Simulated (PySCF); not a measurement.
Start geometry of `C[BH2-][PH3+]` from GFN2-xTB (Å):
```
atom  x, y, z in Å
C1    -1.3133    0.5522    0.0367
B2    -0.3869   -0.7017    0.3880
P3     1.3482   -0.1653   -0.2356
H4    -2.3265    0.3912    0.3367
H5    -1.0210    1.4854    0.5273
H6    -1.3654    0.7989   -1.0391
H7    -0.2309   -0.9041    1.5581
H8    -0.6102   -1.6850   -0.2310
H9     1.5252    0.1770   -1.5424
H10    1.9308    0.9903    0.2966
H11    2.4880   -0.9647   -0.1110
```

Q: What comes out of this run: PBE0-D3(BJ)/def2-SVP geometry optimisation, gas phase in PySCF 2.14.0?

A: 
```
atom  x, y, z in Å
C1    -1.4084    0.6236    0.0272
B2    -0.4027   -0.5966    0.3481
P3     1.4087   -0.1471   -0.2124
H4    -2.4172    0.3354    0.3666
H5    -1.1585    1.5595    0.5550
H6    -1.4965    0.8581   -1.0470
H7    -0.2069   -0.8403    1.5353
H8    -0.5779   -1.6274   -0.2953
H9     1.6545    0.1428   -1.5796
H10    2.0536    0.9721    0.3749
H11    2.3961   -1.1380    0.0060
```

The energy falls by 3.8 kcal/mol over 7 energy and gradient evaluations, the largest force component goes from 0.0281 to 2.5e-04 Eh/bohr, and the atoms move by 0.126 Å rms after alignment. The bond that changes most is P3–H9 (ends: phosphorus bonded to B and 3 H; P–H hydrogen), which lengthens by 0.057 Å. Bonds longer at the end by more than 0.005 Å: 9 of 10; shorter: 0. Among the angles that change most is B2–P3–H11, from 123.2° to 116.3°. Rotational constants go from 21334, 4973, 4432 to 22155, 4509, 4114 MHz. The orientation of the end geometry is arbitrary; only internal coordinates are fixed.

The run used 86 basis functions and 40 SCF cycles in all.

No frequency check.
